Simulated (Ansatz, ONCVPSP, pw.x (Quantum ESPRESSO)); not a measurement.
What a changed setting does to a pw.x run (fcc Al)

Potential: optimised norm-conserving Vanderbilt (ONCV), ONCVPSP 4.0.1.1 (patched build), PBEsol; core [Ne], reference 3s2 3p1; waves: 3s: rc 1.90 bohr, ncon 5, nbas 9, qcut 3.5 1/bohr, local; 3p: rc 2.20 bohr, ncon 4, nbas 9, qcut 4.3 1/bohr, 1 projector; d scattering state at 0.03 Ha: rc 1.95 bohr, ncon 5, nbas 9, qcut 4.7 1/bohr, 2 projectors, debl 0.15 Ha; local part: the s channel; core correction: none.

The reference run (k-mesh 14³, cutoffs 35/140 Ry, Fermi–Dirac 0.01 Ry, mixing_beta 0.4, conv_thr 1e-9, no spin) gives -0.27 GPa at 16.207 Å³/atom, where all-electron LAPW gives -0.16 GPa. This run, with its own iteration cap, changes degauss to 0.002.

```
&control
  calculation='scf', prefix='x', pseudo_dir='./', outdir='./tmp', tstress=.true., disk_io='none'
/
&system
  ibrav=0, nat=1, ntyp=1, ecutwfc=35, ecutrho=140, nbnd=8,
  occupations='smearing', smearing='fd', degauss=0.002
/
&electrons
  conv_thr=1e-09, mixing_beta=0.4, electron_maxstep=70
/
ATOMIC_SPECIES
Al 1.0 Al.UPF
CELL_PARAMETERS angstrom
  0.00000000 2.00858807 2.00858807
  2.00858807 0.00000000 2.00858807
  2.00858807 2.00858807 0.00000000
ATOMIC_POSITIONS crystal
Al 0.0000 0.0000 0.0000
K_POINTS automatic
14 14 14 0 0 0
```

```bash
pw.x < Al.scf.in > Al.scf.out
```

**Question.** How does the run end?

**Answer.** It converges in 6 iterations; the free energy moves by +13.7 meV/atom and the pressure by -0.21 GPa. In a metal, with Fermi–Dirac smearing, F lies below its zero-width value by a term in the square of the width.

```
Message from routine setup:
     using ibrav=0 with symmetry is DISCOURAGED, use correct ibrav instead
     lattice parameter (alat)  =       5.3679  a.u.
     unit-cell volume          =     109.3703 (a.u.)^3
     number of electrons       =         3.00
     number of Kohn-Sham states=            8
     kinetic-energy cutoff     =      35.0000  Ry
     charge density cutoff     =     140.0000  Ry
     scf convergence threshold =      1.0E-09
     Exchange-correlation= PBESOL
     number of k points=   104  Fermi-Dirac smearing, width (Ry)=  0.0020
     iteration #  1     ecut=    35.00 Ry     beta= 0.40
     total energy              =      -4.16453244 Ry
     estimated scf accuracy    <       0.00577798 Ry
     iteration #  2     ecut=    35.00 Ry     beta= 0.40
     total energy              =      -4.16437163 Ry
     estimated scf accuracy    <       0.00194780 Ry
     iteration #  3     ecut=    35.00 Ry     beta= 0.40
     total energy              =      -4.16439838 Ry
     estimated scf accuracy    <       0.00000170 Ry
     iteration #  4     ecut=    35.00 Ry     beta= 0.40
     total energy              =      -4.16439905 Ry
     estimated scf accuracy    <       0.00000039 Ry
     iteration #  5     ecut=    35.00 Ry     beta= 0.40
     total energy              =      -4.16439906 Ry
     estimated scf accuracy    <          3.0E-09 Ry
     iteration #  6     ecut=    35.00 Ry     beta= 0.40
     the Fermi energy is     8.0288 ev
!    total energy              =      -4.16439906 Ry
     estimated scf accuracy    <          1.8E-10 Ry
     smearing contrib. (-TS)   =      -0.00007664 Ry
     The total energy is F=E-TS. E is the sum of the following terms:
     one-electron contribution =       2.87556836 Ry
     hartree contribution      =       0.00813865 Ry
     xc contribution           =      -1.61240995 Ry
     ewald contribution        =      -5.43561948 Ry
     convergence has been achieved in   6 iterations
          total   stress  (Ry/bohr**3)                   (kbar)     P=       -4.76
     Message from routine punch:
     Nothing written, as per user request (disk_io='none')
```

The run took about 2.4 s on one core of a shared host (AMD EPYC 9R45 96-Core Processor, 96 threads, 376 GiB, load 19).
